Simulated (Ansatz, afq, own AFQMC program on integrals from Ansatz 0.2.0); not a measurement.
Where AFQMC and coupled cluster stand for H2O⁻, doublet

```
atom   x (Å)    y (Å)    z (Å)
   O  0.0000  -0.1279  -0.0722
   H  0.0000   1.5411   1.9759
   H  0.0000   0.4894  -0.8298
```

Basis aug-cc-pVDZ. Noble-gas cores (and the filled d shells of Ga–Kr and In–Xe) are frozen. Ansatz 0.2.0 and our own AFQMC program on the same integrals; the CISD trial comes from CCSD amplitudes, and released means the phaseless constraint is let go. Uncertainties: one standard error, sampling alone.

Determinant: ROHF, the one that the program's search chose, which needn't be the lowest solution. The geometry is a point of a scan.

No full CI on the walks' own integrals is used here; CCSDT(Q) serves as the reference and is uncertain by about the last step of the cluster series.

Cautions: higher spins were not checked; strong correlation (T1 0.053, weight of the determinant 0.88, largest double 0.05).

The T1 diagnostic is 0.0527, the weight of the determinant in the CISD state is 0.876 and the size of the correlated space is 9 electrons in 40 orbitals.

Reference: CCSDT(Q), correlation energy -6.957 eV. The released energy is read at 2.40 1/Eh (meV from the phaseless value at times in 1/Eh: -36 ± 29 at 0.24, -14 ± 29 at 0.51, 37 ± 32 at 0.99, -7 ± 41 at 1.62, 31 ± 62 at 2.40).

```tsv
level	E − E(reference) (mEh)	share of correlation (%)
HF	255.67	0.00
MP2	12.27	95.20
CCSD	10.65	95.83
CCSD(T)	1.55	99.39
CCSDT	0.47	99.82
ph-AFQMC/CISD	-2.32 ± 1.26	100.91
released AFQMC	-1.17 ± 2.26	100.46
```

A walk keeps the symmetry of its determinant, which the program's search chose and which needn't be the lowest solution, so a lower state of the same spin and another symmetry isn't excluded. Released energies are given only where the last usable release times agree within the noise; a slower fall can still hide under it.
